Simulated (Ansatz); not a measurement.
# A rate constant, worked out

An elementary step of CH$_{3}$S, doublet (CH₃S ([CH3][S]) → CH₃S ([CH2][SH]); H–C broken or loosened, H–S formed or tightened). The start structure is the reactant molecule, and the electronic barrier above it is 1.743 eV by CCSD(T) at an estimated basis limit (MP2 extrapolated from triple and quadruple zeta, plus CCSD(T) − MP2 in triple zeta). Program: Ansatz 0.2.0. Basis: def2-TZVPP and def2-QZVPP. Cores are frozen in the correlated methods; orbitals are unrestricted. Extrapolation: Hartree–Fock as exp(−7.88 √X), correlation as X^−2.97. Harmonic wavenumbers at PBE0-D4/def2-TZVP (Ansatz 0.2.0), in cm⁻¹:

Start: 578, 744, 861, 1325, 1366, 1464, 3031, 3109, 3134.

Saddle: 1564i, 432, 648, 820, 932, 1404, 2205, 3140, 3268.

Task: Work out the transition-state-theory rate constant at 400 K from these numbers alone (harmonic vibrations; rotation, path degeneracy and anharmonicity left out), and the Wigner tunnelling factor. Use 1 cm⁻¹ = 1.2398 × 10⁻⁴ eV and k_B = 8.617 × 10⁻⁵ eV/K.

Result: Zero-point energies, half the sums: start 15612/2 cm⁻¹ = 0.9678 eV; saddle, real modes only, 12849/2 cm⁻¹ = 0.7965 eV.
Barrier with zero-point energy: 1.743 + 0.7965 − 0.9678 = 1.5717 eV.
k_BT = 0.03447 eV, so the barrier is 45.60 k_BT.
Vibrational partition functions from the zero-point level, ln q = −Σ ln(1 − exp(−hν/k_BT)): start 0.272, saddle 0.436.
k = (k_BT/h) exp(ln q‡ − ln q) exp(−E0/k_BT), with log₁₀(k_BT/h in s⁻¹) = 12.92: log₁₀ k = 12.92 + (0.164 − 45.60)/2.3026 = -6.81, so k ≈ 2 × 10^(-7) s⁻¹.
Wigner factor: 1 + (hν‡/k_BT)²/24 = 1 + (5.63)²/24 = 2.32, too large for this simple formula to be trusted. A change of 1 kcal/mol (0.043 eV) in the barrier would change k by a factor of 3.5 at this temperature.

T1 diagnostic: at most 0.020. ⟨S²⟩ of the unrestricted Hartree–Fock references: 0.76 to 0.81 (a pure state has 0.75). The unrestricted reference is spin-contaminated, which hurts MP2 most.

Labels in which every atom is bracketed show which atoms are joined, not bond orders.

For scale, one of the runs: CCSD(T)/def2-TZVPP, 115 basis functions, launched by `ansatz run in.yaml --threads 2 --pin off --events-out ev --progress --plain --max-ram 4352MiB`. The run took 12 s on 2 CPU threads of an Arm Neoverse V1 (shared host), with 0.89 GiB of host memory at its peak.
